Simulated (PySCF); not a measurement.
Methylsilylchloride, CH5ClSi.
SMILES with atom numbers: `[CH3:1][SiH2:2][Cl:3]`

Cartesian coordinates in Å at the PBE0-D3(BJ)/def2-SVP level; atoms count from 1:
```
atom  x, y, z in Å
C1     1.0100    0.1577    0.0602
Si2   -0.8135   -0.2697   -0.0574
Cl3   -1.9450    1.4723   -0.1445
H4     1.4433   -0.2171    0.9994
H5     1.5706   -0.2795   -0.7795
H6     1.1475    1.2489    0.0315
H7    -1.2769   -1.0420    1.1312
H8    -1.1179   -1.0518   -1.2899
```

Computed, not measured: delta-SCF UKS SCAN, pcX-2 on the ionised atom, pcseg-1 elsewhere, spin-free X2C (PySCF). Every row has its own mixed basis.

```tsv
ionised atom	basis functions	E(ionised) (Eh)	binding energy (eV)
C1	106	-782.03792	290.722
Si2	117	-724.87775	1847.647
Cl3	117	-688.94742	2828.453
```

Problem. Fill in the total energy of each ground state.

Solution. With binding energy = E(ionised) − E(ground) and 27.2114 eV a hartree:

```csv
atom,binding energy (Eh),E(ground) (Eh)
C1,10.6838,-792.7218
Si2,67.8998,-792.7775
Cl3,103.9437,-792.8911
```

Problem. How much do the ground-state energies differ, and what would follow from using one of them for all holes?

Solution. They run from -792.8911 Eh (core basis on Cl3) to -792.7218 Eh (on C1), 0.1693 Eh or 4.61 eV apart, for one and the same state in different bases and grids. Pairing the ion of C1 with the ground state of Cl3 would put its binding energy 4.61 eV too high.

Only 1s holes are shown. Geometry: PBE0-D3(BJ)/def2-SVP; no solvent, vibrations or thermal averaging.

Time: 13 s of wall time. Hardware: one thread of an Arm Neoverse V2, no GPU, shared host.
